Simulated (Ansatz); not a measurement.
Geometry optimisation, RKS PBE-D4/6-31G in Ansatz 0.2.0.

input.yaml

```yaml
crystal:
  periodic: [false, false, false]
  atoms:
    - { symbol: C, position_ang: [-0.87475, 1.36529, -0.52543] }
    - { symbol: C, position_ang: [-0.33456, 0.4531, 0.1727] }
    - { symbol: O, position_ang: [0.87435, -0.19321, 0.01371] }
    - { symbol: S, position_ang: [1.41368, -1.55041, 0.70243] }
    - { symbol: H, position_ang: [-1.27967, 2.15257, -1.11417] }
    - { symbol: H, position_ang: [-0.90916, 0.18103, 1.06862] }
    - { symbol: H, position_ang: [1.11011, -2.40836, -0.31785] }
total_charge: 1
basis:
  gaussian: { orbitals: "6-31G" }
hamiltonian:
  xc: pbe
  dispersion: d4
relax:
  f_tol: 0.02
  max_steps: 40
scf:
  lower_state_search: "off"
output:
  orbitals: {}
```

Run as:

```bash
$ ansatz run input.yaml --threads 1 --pin off --max-ram 2048MiB --backend cpu --events-out ev --progress --plain --runs-dir out
```

Where does it end, and by what steps?

The run converged. Limits of this set-up: no polarisation functions. After 17 steps the energy has fallen by 0.824 eV; H5 moved furthest, 0.83 Å.

| step | energy less start (eV) | largest force component (eV/Å) | accepted |
| --- | --- | --- | --- |
| 0 | 0.0000 | 4.067 | yes |
| 1 | -0.3728 | 2.439 | yes |
| 2 | -0.5923 | 0.758 | yes |
| 3 | -0.6253 | 0.489 | yes |
| 4 | -0.6487 | 0.239 | yes |
| 5 | -0.6558 | 0.193 | yes |
| 6 | -0.6908 | 0.254 | yes |
| 7 | -0.6942 | 0.884 | yes |
| 8 | -0.7419 | 0.647 | yes |
| 9 | -0.7979 | 0.320 | yes |
| 10 | -0.7845 | 0.416 | no |
| 11 | -0.8117 | 0.307 | yes |
| 12 | -0.8188 | 0.130 | yes |
| 13 | -0.8157 | 0.209 | no |
| 14 | -0.8234 | 0.060 | yes |
| 15 | -0.8240 | 0.026 | yes |
| 16 | -0.8239 | 0.052 | no |
| 17 | -0.8240 | 0.016 | yes |

```xyz
7
Properties=species:S:1:pos:R:3
C -0.861 1.140 -0.523
C -0.437 0.667 0.611
O 0.767 -0.061 0.185
S 0.739 -1.896 0.369
H -1.021 1.487 -1.538
H -0.723 0.719 1.662
H 1.536 -2.056 -0.766
```

Whether the end is a true minimum wasn't checked by a vibrational analysis.

Time of the run: 26 s on 1 thread of AMD EPYC 7R13 Processor (Zen 3), with other jobs on the host, peak memory 0.13 GiB.
